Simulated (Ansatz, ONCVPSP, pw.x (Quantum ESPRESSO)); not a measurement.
# From atom to crystal: ONCV potential for Al (Z = 13)

ONCVPSP 4.0.1.1 (patched build) input, shortened (lines: element, Z, core and valence counts, functional; n l f; lmax; l rc ep ncon nbas qcut; lloc lpopt rc5 dvloc0; l nproj debl; icmod fcfact rcfact), PBEsol, scalar-relativistic:

```
  Al 13.00    3    2  -116133      upf
    1    0    2.00
    2    0    2.00
    2    1    6.00
    3    0    2.00
    3    1    0.75
    2
    0    1.70    0.00    4    9    3.00
    1    2.85    0.00    4    8    2.40
    2    2.50    0.25    3    8    3.20
    4    5    1.65    0.00
    0    1    2.90
    1    1    0.60
    2    1    3.70
    3    3.25    1.45
```

Atomic tests: cutoffs needed: 6.0 Ha and 35 Ha (the cutoffs (Ha) at which the residual kinetic energy of the hardest occupied pseudo-wave falls to 1 and 0.1 mHa per electron); ghost test: no bound ghost flagged; no localised positive-energy state flagged; largest excitation error: -23 meV (all-electron minus pseudo) for 3s1 3p0, out of 4 test configurations.

Crystal test: fcc Al in pw.x 7.5, no spin, 14³ k-points, Fermi–Dirac smearing 0.01 Ry, cutoffs 80/320 Ry. The reference is all-electron LAPW (Ansatz 0.2.0) with the same functional, mesh and smearing; V0 and B0 come from Birch–Murnaghan fits to the pressures at five volumes. Errors are pseudo minus all-electron; Δ is the rms difference of the E(V) curves that follow from these fits, minima aligned, over ±6 % about the mean V0. Mesh and smearing are coarse, so the numbers serve the comparison and aren't converged zero-temperature values; the lattice is a test structure that the element need not adopt.

All-electron: a0 = 4.015 Å (V0 = 16.18 Å³/atom), B0 = 81.2 GPa.

Q: How far does the potential miss the all-electron equation of state?

A: mean pressure error (GPa): -0.56; a0 (Å): 4.005; a0 error (%): -0.23; B0 error (%): +2.9; Δ (meV/atom): 2.0. The largest radius (2.85 bohr) exceeds half the bond length (2.68 bohr), so the spheres overlap, which is one possible source of error among others.

```json
{"V (Å³/atom)": "15.397", "P all-electron (GPa)": "4.49", "P pseudo (GPa)": "3.92"}
{"V (Å³/atom)": "15.802", "P all-electron (GPa)": "2.01", "P pseudo (GPa)": "1.44"}
{"V (Å³/atom)": "16.207", "P all-electron (GPa)": "-0.16", "P pseudo (GPa)": "-0.72"}
{"V (Å³/atom)": "16.612", "P all-electron (GPa)": "-2.03", "P pseudo (GPa)": "-2.59"}
{"V (Å³/atom)": "17.017", "P all-electron (GPa)": "-3.66", "P pseudo (GPa)": "-4.21"}
```

Q: At the middle volume, how do free energy and pressure move when the wave cutoff is lowered (ecutrho kept at four times it)?

A:

| cutoff (Ry) | shift of F (meV/atom) | shift of P (GPa) |
| --- | --- | --- |
| 36 | +6.7 | +0.06 |
| 48 | +3.3 | -0.02 |
| 64 | +1.3 | +0.07 |

The run at the middle volume (104 k-points, 5 iterations) took about 7.7 s on one core of a shared host (Neoverse-V1, 32 threads, 247 GiB, load 38).
